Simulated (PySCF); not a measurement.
# Two probes of the same atoms: core binding energy and nuclear shielding

Compound: C5H5N.
Numbering: `[CH:1]#[C:2][C:3]#[C:4][CH2:5][NH2:6]`

Binding energies: delta-SCF UKS SCAN, pcX-2 on the ionised atom, pcseg-1 elsewhere, spin-free X2C in PySCF. Shieldings: GIAO CAM-B3LYP/pcSseg-2, non-relativistic, same geometry.

```json
{"atom": "C1", "C 1s (eV)": "290.21"}
{"atom": "C2", "C 1s (eV)": "291.19"}
{"atom": "C3", "C 1s (eV)": "290.88"}
{"atom": "C4", "C 1s (eV)": "290.43"}
{"atom": "C5", "C 1s (eV)": "292.48"}
```

What are the absolute isotropic shieldings of these atoms?

```
atom                   environment  C 1s (eV)  isotropic shielding (ppm)
  C1        terminal alkyne carbon     290.21                      110.1
  C4                 alkyne carbon     290.43                      100.6
  C3                 alkyne carbon     290.88                      105.8
  C2                 alkyne carbon     291.19                      107.4
  C5  sp3 carbon bound to nitrogen     292.48                      147.1
```

Among the listed atoms, is the one with the highest binding energy also the least shielded?

No. The highest binding energy is at C5 (292.48 eV, shielding 147.1 ppm), the lowest shielding at C4 (100.6 ppm, 290.43 eV).

By binding energy: C1 < C4 < C3 < C2 < C5. By shielding: C4 < C3 < C2 < C1 < C5.

Spin contamination (⟨S²⟩ against 0.75 for a pure doublet) is marked for C 1s of C1 (0.89), C 1s of C2 (0.98), C 1s of C3 (0.94) and C 1s of C4 (0.96), which makes these values less certain. Isolated species at its PBE0-D3(BJ)/def2-SVP geometry (one conformer only).

Shape of the structure used: `[CH:1]#[C:2][C:3]#[C:4][CH2:5][NH2:6]`: H–N6–C5–C4 180°, H–N6–C5–C4 63°.
